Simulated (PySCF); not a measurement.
Molecule: SMILES C#CC(=O)[O-], [C3HO2]-.

Geometry:
| atom | x (Å) | y (Å) | z (Å) |
| --- | --- | --- | --- |
| C1 | 1.543 | -0.070 | 0.389 |
| C2 | 0.342 | -0.016 | 0.178 |
| C3 | -1.159 | 0.055 | -0.081 |
| O4 | -1.833 | -0.712 | 0.623 |
| O5 | -1.486 | 0.868 | -0.957 |
| H6 | 2.599 | -0.120 | 0.576 |

Total charge -1.

Geometry PBE0-D3(BJ)/def2-SVP throughout; GIAO in PySCF 2.14.0 with density-fitted response routines, gas phase, one conformer, non-relativistic; equivalent atoms averaged; basis pcSseg-2.

For orientation, KT2 gives these absolute shieldings σ: C3 33.7, C2 91.8, C1 139.2, O4/O5 -19.0, H6 30.19 ppm.

A run gave: C3 18.9, C2 80.8, C1 128.9, O4/O5 -21.4, H6 30.47 ppm (absolute shieldings σ).

Question: Which functional was used in that run?
A. WP04
B. B97-D
C. CAM-B3LYP
D. BP86
E. wB97X-D

Answer: C. C3 tells them apart best: CAM-B3LYP gives 18.9, wB97X-D gives 23.1, B97-D gives 27.0, WP04 gives 12.7, BP86 gives 23.7 ppm.
